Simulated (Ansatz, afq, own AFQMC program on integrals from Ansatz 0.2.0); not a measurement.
**Atomization energy of CH$_{2}$N, quartet**

```yaml
atoms:
  - { symbol: N, position_ang: [0.0000, 0.0000, 0.5481] }
  - { symbol: C, position_ang: [0.0000, 0.0000, -0.8171] }
  - { symbol: H, position_ang: [0.0000, 0.8633, 1.0602] }
  - { symbol: H, position_ang: [0.0000, -0.8633, 1.0602] }
```

Connectivity, by distances: NH2–C.

Atoms in their ground-state spins without spin–orbit coupling (mostly on UHF) minus the molecule (UHF), without zero-point energy. The geometry is a stationary point, not shown to be a minimum.

Basis cc-pVDZ. Only valence electrons are correlated. Ansatz 0.2.0 and our own AFQMC program on the same integrals; the CISD trial comes from CCSD amplitudes, and released means the phaseless constraint is let go. Free AFQMC starts from the CCSD state and is never constrained. Its projection time is finite, and what remains of the start isn't in its error. ± is one standard error of the sampling. The errors of all members are added in quadrature.

No full CI on the walks' own integrals is used here; CCSDT(Q) serves as the reference and is uncertain by about the last step of the cluster series. Each member takes its own surest rung, up to full CI.

Errors are counted within cc-pVDZ, not against nature.

Cautions: CH₂N (quartet): another spin lies lower, the released energies are still falling, so no released level is given (meV from the phaseless value at times in 1/Eh: -1.0 ± 1.2 at 0.24, -3.5 ± 2.1 at 0.51, -5.3 ± 2.0 at 0.99, -9 ± 3 at 1.62, 54 ± 71 at 2.40), though the last usable value meets CCSDT(Q) within the noise.

Reference (CCSDT(Q)): 814.3 kJ/mol.

| level | atomization energy (kJ/mol) | error against CCSDT(Q) (kJ/mol) |
| --- | --- | --- |
| HF | 574.1 | -240.2 |
| MP2 | 841.8 | 27.4 |
| CCSD | 802.4 | -11.9 |
| CCSD(T) | 813.0 | -1.3 |
| CCSDT | 813.3 | -1.0 |
| ph-AFQMC/HF | 830.1 ± 2.7 | 15.8 ± 2.7 |
| ph-AFQMC/CISD | 814.1 ± 0.2 | -0.2 ± 0.2 |
| free AFQMC | 814.6 ± 0.2 | 0.3 ± 0.2 |

Correlation beyond CCSD(T) adds 1.3 kJ/mol. The perturbative (T) step is worth +10.7 kJ/mol.

Free projections are given only where their last times agree within the noise and don't stop above the reference; a slow remainder of the start can still hide under it. A walk keeps the symmetry of its determinant, which the program's search chose and which needn't be the lowest solution, so a lower state of the same spin and another symmetry isn't excluded.
